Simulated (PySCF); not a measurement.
Which level of theory gave which numbers?

CH₃ClO₂S.
Numbering: `[CH3:1][S:2](=[O:3])(=[O:4])[Cl:5]` (hydrogens: H6, H7, H8 on C1)

The closed-shell ground state was solved 4 times with PySCF (density fitting, gas phase), always in the pcSseg-2 basis (236 functions), with these functionals: B97-2, BHandHLYP, LC-wPBE and wB97X-D. Geometry: PBE0-D3(BJ)/def2-SVP; no solvent, vibrations or thermal averaging.

```json
{"row": "P", "total energy (Eh)": "-1048.5081", "HOMO (eV)": "-12.12", "LUMO (eV)": "0.36", "dipole (D)": "4.02"}
{"row": "Q", "total energy (Eh)": "-1048.8517", "HOMO (eV)": "-9.01", "LUMO (eV)": "-2.02", "dipole (D)": "3.91"}
{"row": "R", "total energy (Eh)": "-1048.7374", "HOMO (eV)": "-10.74", "LUMO (eV)": "-0.92", "dipole (D)": "4.15"}
{"row": "S", "total energy (Eh)": "-1048.7886", "HOMO (eV)": "-11.19", "LUMO (eV)": "-0.18", "dipole (D)": "3.99"}
```

Which functional belongs to which row?

P = LC-wPBE, Q = B97-2, R = BHandHLYP, S = wB97X-D. By rising HOMO–LUMO gap: B97-2 (global hybrid, 21 % exact exchange) 6.99 eV; BHandHLYP (global hybrid, 50 % exact exchange) 9.82 eV; wB97X-D (range-separated hybrid) 11.01 eV; LC-wPBE (range-separated hybrid) 12.48 eV. Total energies of different functionals aren't bounds to one another; each is stationary for its own functional.

Note: wB97X-D ran without an empirical dispersion term, which enters the total energy and its gradient alone.
